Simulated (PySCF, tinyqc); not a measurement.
Inside a calculation (part 2 of 2). Method: CCSD on RHF in the sto-6g basis, frozen core, for CH2, spin multiplicity 1. The lowest restricted solution is unstable here: a spin-polarised one lies 0.0213 hartree lower (PySCF). Computed by tinyqc, a small Python program that keeps every step (integrals from PySCF). Command: `OMP_NUM_THREADS=1 python tinyqc.py 28183 28184 out.jsonl` (the two numbers bound the seeds that draw the settings). One thread of a shared host (Intel(R) Xeon(R) Processor @ 2.60GHz), about 0.5 s of CPU time with the checks.

Geometry (angstrom):
```
atom         x          y         z
C     0.000000   0.000000  0.000000
H     0.000000   1.057000  0.796000
H     0.000000  -1.076000  0.811000
```

## CCSD: convergence

E_corr = 1/4 sum <ij||ab> t_ij^ab + 1/2 sum <ij||ab> t_i^a t_j^b; stop when the norm of the change is below 1e-8.

Course of the amplitude iterations:
```
update  correlation energy (hartree)  norm of the change
0                        -0.05002257                   -
1                        -0.06841710            1.37e-01
2                        -0.07610288            7.01e-02
3                        -0.07968562            4.13e-02
4                        -0.08150293            2.68e-02
5                        -0.08248969            1.84e-02
6                        -0.08305704            1.32e-02
7                        -0.08339956            9.65e-03
8                        -0.08361510            7.17e-03
9                        -0.08375553            5.38e-03
10                       -0.08384971            4.05e-03
11                       -0.08391442            3.07e-03
12                       -0.08395976            2.33e-03
13                       -0.08399205            1.77e-03
...                              ...                 ...
45                       -0.08408217            2.90e-07
46                       -0.08408217            2.21e-07
47                       -0.08408217            1.68e-07
48                       -0.08408217            1.28e-07
49                       -0.08408217            9.75e-08
50                       -0.08408218            7.43e-08
51                       -0.08408218            5.66e-08
52                       -0.08408218            4.31e-08
53                       -0.08408218            3.28e-08
54                       -0.08408218            2.50e-08
55                       -0.08408218            1.90e-08
56                       -0.08408218            1.45e-08
57                       -0.08408218            1.10e-08
58                       -0.08408218            8.42e-09
```

Converged amplitudes (spin orbitals 1a, 1b, ...; amplitudes related by a flip of all spins are not repeated; the 24 largest):
```
from      to          t
4a 4b  5a 5b  -0.153769
3a 3b  7a 7b  -0.099799
2a 2b  5a 5b  -0.077370
3a 3b  6a 6b  -0.073609
2a 4b  5a 5b   0.071196
4a 4b  7a 7b  -0.063691
3a 4b  6b 7a  -0.061506
4a 4b  6a 6b  -0.058843
3a 4b  6a 7b   0.054650
2a 2b  6a 6b  -0.049026
2a 4b  6a 6b  -0.047121
2a 3b  6a 7b   0.044147
2a 3b  6b 7a  -0.036496
2a 2b  7a 7b  -0.027754
4a        6a   0.025497
3a 4b  6a 6b   0.024352
3a 4b  7a 7b  -0.019915
2a 3b  7a 7b  -0.015692
2a 3b  6a 6b   0.015266
2a        6a  -0.011897
2a 4b  6a 7b   0.008184
2a 4b  6b 7a  -0.008182
2a 3a  6a 7a   0.007651
3a 4a  6a 7a  -0.006856
```

CCSD total energy = -38.78096140 hartree

T1 diagnostic, norm of the one-spin t1 over sqrt(correlated electrons) = 0.011855

Converged in 58 updates.
